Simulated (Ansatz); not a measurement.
C5H10O2, SMILES `CCC(C)C(=O)O`, relaxed with RKS PBE0-D4/def2-TZVP in the Gaussian-basis code of Ansatz from a PBE-D4/def2-SVP geometry. The force threshold is 0.005 eV/Å; the program also tests the step.

Charge 0, multiplicity 1.

Start:

```xyz
17

C    -1.334   -0.996   -1.268
C    -0.854    0.307   -0.628
C     0.606    0.266   -0.131
C     1.048    1.616    0.452
C     0.806   -0.852    0.882
O     1.556   -1.802    0.759
O     0.028   -0.679    1.988
H    -0.698   -1.284   -2.131
H    -2.376   -0.904   -1.634
H    -1.311   -1.840   -0.547
H    -0.938    1.141   -1.358
H    -1.510    0.576    0.228
H     1.269   -0.006   -0.979
H     0.949    2.415   -0.311
H     2.105    1.591    0.784
H     0.420    1.893    1.323
H     0.233   -1.443    2.570
```

| step | energy (eV) | largest force (eV/Å) | largest move (Å) |
| --- | --- | --- | --- |
| 1 | -9436.1752 | 1.288 | 0.000 |
| 2 | -9436.2443 | 0.299 | 0.028 |
| 3 | -9436.2501 | 0.080 | 0.010 |
| 4 | -9436.2503 | 0.060 | 0.004 |
| 5 | -9436.2505 | 0.042 | 0.011 |
| 6 | -9436.2507 | 0.010 | 0.015 |
| 7 | -9436.2507 | 0.015 | 0.015 |
| 8 | -9436.2508 | 0.017 | 0.017 |
| 9 | -9436.2509 | 0.016 | 0.019 |
| 10 | -9436.2509 | 0.011 | 0.010 |
| 11 | -9436.2509 | 0.016 | 0.003 |
| 12 | -9436.2509 | 0.004 | 0.002 |

End:

```xyz
17

C    -1.328   -0.987   -1.245
C    -0.850    0.312   -0.620
C     0.598    0.261   -0.137
C     1.044    1.599    0.447
C     0.808   -0.838    0.873
O     1.611   -1.727    0.783
O    -0.012   -0.721    1.935
H    -0.700   -1.274   -2.093
H    -2.355   -0.894   -1.606
H    -1.306   -1.810   -0.526
H    -0.927    1.125   -1.349
H    -1.495    0.585    0.220
H     1.248   -0.001   -0.976
H     0.956    2.381   -0.310
H     2.084    1.565    0.778
H     0.421    1.878    1.299
H     0.204   -1.454    2.528
```

It took 15 s on 2 threads of an AMD EPYC 7R13 on a shared host and a share of an NVIDIA H100 80 GB, with 0.9 GiB of host memory at the peak.
